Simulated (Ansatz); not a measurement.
C2H3FS, SMILES FC=CS, a ladder of methods at one geometry

Computed with the Python package of Ansatz (0.2.0).

The script, `methods_c2h3fs.py`:
```python
"""One geometry of C2H3FS, method by method."""

from pathlib import Path

import ansatz as az
import numpy as np

geometry_ang = [
    ("F", (-0.7123, -1.008, -1.1012)),
    ("C", (-0.5754, -0.6654, 0.1851)),
    ("C", (0.2033, 0.3189, 0.5767)),
    ("S", (1.2029, 1.3199, -0.5096)),
    ("H", (-1.1506, -1.3196, 0.8065)),
    ("H", (0.3504, 0.5314, 1.6499)),
    ("H", (0.7429, 0.7549, -1.653)),
]
geometry = az.Crystal.molecule()
for symbol, xyz in geometry_ang:
    geometry = geometry.atom(symbol, xyz)

setup = geometry.calculation().basis(gaussian="cc-pVDZ")

print("functional    E (Ha)        dipole (D)   HOMO (eV)  LUMO (eV)")
for name in ["lc_wpbe", "r2scan", "cam_b3lyp", "b3lyp"]:
    data = setup.functional(name).forces().orbitals().run(threads=1, runs_dir="runs").report
    lines = Path(data["orbitals_path"]).read_text().splitlines()
    field_of = lambda key: [line.split("=")[1].strip() for line in lines if line.startswith(key)]
    orbitals = [(27.211386 * float(e), s, float(n)) for e, s, n in zip(field_of("Ene="), field_of("Spin="), field_of("Occup="))]
    homo = max(e for e, _, n in orbitals if n > 0.5)
    lumo = min(e for e, _, n in orbitals if n < 0.5)
    dipole = 4.803205 * np.linalg.norm(data["charge_distribution"]["dipole_moment_e_ang"])
    print(f"{name:10s} {data['free_energy_ev'] / 27.211386246:14.6f} {dipole:9.3f} {homo:11.3f} {lumo:10.3f}")
```

```console
$ python methods_c2h3fs.py
functional    E (Ha)        dipole (D)   HOMO (eV)  LUMO (eV)
lc_wpbe       -575.795922     1.310      -9.063      2.895
r2scan        -575.909282     1.150      -5.491     -0.293
cam_b3lyp     -575.961243     1.206      -7.668      1.774
b3lyp         -576.040222     1.129      -6.151      0.351
```

What to keep in mind:
- Total energies depend on the basis set; only differences at equal settings carry meaning.
- The geometry is a force-field or estimated start, not a minimum of this method, and the basis set is short of its limit. A lower total doesn't mark the better method: functionals have no common bound, and MP2 and coupled cluster aren't variational.
- b3lyp holds the VWN-RPA fit, as in Gaussian; the form of ORCA and Turbomole is b3lyp5.
- Levels such as HOMO and LUMO are orbital energies: with these approximate functionals they aren't the ionisation energy and electron affinity, and their gap isn't the fundamental gap.
- For Al to Cl the sets with a tight d function, cc-pV(X+d)Z, are usual.
- Finished in 8.9 s on 1 thread of Intel(R) Xeon(R) Platinum 8488C (Sapphire Rapids), with other jobs on the host, peak memory 0.22 GiB.

(Lines on the test bed's own set-up are left out of the output.)
